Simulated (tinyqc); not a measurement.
Worked calculation: CCSD on RHF in the sto-6g basis, for HF, spin multiplicity 1. One step of it, computed by the program tinyqc.

Question. CCSD: starting amplitudes. t_ij^ab = <ij||ab> / (e_i + e_j - e_a - e_b), whose energy is MP2.

orbital energies (hartree): [-26.259413, -1.434972, -0.512251, -0.471549, -0.471549, 0.393726]

Two-electron integrals over orbitals (pq|rs), unique and non-zero (hartree):
```
(11|11) 5.382219    (21|11) -0.532070   (21|21) 0.084793    (22|11) 1.247190
(22|21) -0.023774   (22|22) 0.872806    (31|11) 0.113942    (31|21) -0.017510
(31|22) 0.007730    (31|31) 0.018991    (32|11) -0.129164   (32|21) 0.006060
(32|22) -0.043449   (32|31) 0.020648    (32|32) 0.140368    (33|11) 0.912872
(33|21) -0.008491   (33|22) 0.708209    (33|31) -0.002850   (33|32) -0.020074
(33|33) 0.694367    (41|41) 0.030359    (42|41) 0.039899    (42|42) 0.188467
(43|41) -0.007722   (43|42) -0.030359   (43|43) 0.037421    (44|11) 1.265985
(44|21) -0.014128   (44|22) 0.894860    (44|31) 0.002906    (44|32) -0.068869
(44|33) 0.694981    (44|44) 0.998085    (51|51) 0.030359    (52|51) 0.039899
(52|52) 0.188467    (53|51) -0.007722   (53|52) -0.030359   (53|53) 0.037421
(54|54) 0.053789    (55|11) 1.265985    (55|21) -0.014128   (55|22) 0.894860
(55|31) 0.002906    (55|32) -0.068869   (55|33) 0.694981    (55|44) 0.890506
(55|55) 0.998085    (61|11) 0.122197    (61|21) -0.020461   (61|22) 0.002806
(61|31) -0.011814   (61|32) -0.023691   (61|33) 0.006730    (61|44) 0.003120
(61|55) 0.003120    (61|61) 0.021683    (62|11) -0.176131   (62|21) 0.004833
(62|22) -0.095134   (62|31) -0.020059   (62|32) -0.071997   (62|33) -0.025253
(62|44) -0.093211   (62|55) -0.093211   (62|61) 0.018285    (62|62) 0.091531
(63|11) -0.409262   (63|21) 0.006393    (63|22) -0.225159   (63|31) 0.001708
(63|32) 0.083880    (63|33) -0.099926   (63|44) -0.236566   (63|55) -0.236566
(63|61) -0.004778   (63|62) 0.040967    (63|63) 0.221241    (64|41) -0.007654
(64|42) -0.030971   (64|43) -0.021189   (64|64) 0.029200    (65|51) -0.007654
(65|52) -0.030971   (65|53) -0.021189   (65|65) 0.029200    (66|11) 0.848368
(66|21) -0.008656   (66|22) 0.646932    (66|31) 0.011164    (66|32) 0.051208
(66|33) 0.655200    (66|44) 0.628471    (66|55) 0.628471    (66|61) -0.007777
(66|62) -0.057031   (66|63) -0.021338   (66|66) 0.686082
```

Give: Starting amplitudes; correlation energy.

Answer.

Starting amplitudes (spin orbitals 1a, 1b, ...; amplitudes related by a flip of all spins are not repeated):
```
from      to          t
3a 3b  6a 6b    -0.1221
2a 2b  6a 6b    -0.0250
5a 5b  6a 6b    -0.0169
4a 4b  6a 6b    -0.0169
2a 3b  6a 6b    -0.0150
1a 2b  6a 6b    -0.0006
1a 1b  6a 6b  -4.07e-04
1a 3b  6a 6b   1.73e-04
```

correlation energy = -0.031551 hartree
